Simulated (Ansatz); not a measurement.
Born–Oppenheimer molecular dynamics of AlH4N (6 atoms, charge 0, multiplicity 1). It goes on from the last frame of an earlier run, with new velocities.

The calculation used RKS PBE/cc-pVDZ in Ansatz.

```json
{"ensemble": "NVT, Nosé–Hoover chain", "time step": "0.5 fs", "steps asked": "166", "set temperature": "100 K", "thermostat": "time constant 100 fs, chain length 3 (defaults)", "seed": "309205"}
```

First frame:

```xyz
6
Properties=species:S:1:pos:R:3
Al -0.010 0.029 -0.056
H -0.271 -0.726 1.483
H 1.301 0.624 -0.499
N -1.571 -0.087 -0.897
H -2.400 0.132 -0.357
H -1.786 0.188 -1.840
```

(1) How far do the bonds stretch over the last three quarters of this one trajectory? (Pairs bonded in most of those frames.)

Answers

(1) 
| bond | mean (Å) | spread (Å) | shortest | longest |
| --- | --- | --- | --- | --- |
| Al1–H2 | 1.608 | 0.072 | 1.50 | 1.72 |
| Al1–H3 | 1.616 | 0.064 | 1.52 | 1.72 |
| Al1–N4 | 1.806 | 0.018 | 1.78 | 1.84 |
| N4–H5 | 1.027 | 0.007 | 1.01 | 1.04 |
| N4–H6 | 1.028 | 0.016 | 1.00 | 1.05 |

Mean temperature of the second half: 276 K. The conserved energy stayed within 0.26 meV per atom of its start (net change -0.15 meV per atom), so the integration is sound. The mean temperature of the second half is 176 % above the set value. A run of 0.083 ps of so small a system gives no equilibrium averages.

Run time: 3.3 min on 1 thread of AMD EPYC 7R43 64-Core Processor (Zen 3), on a shared host, peak memory 0.099 GiB.
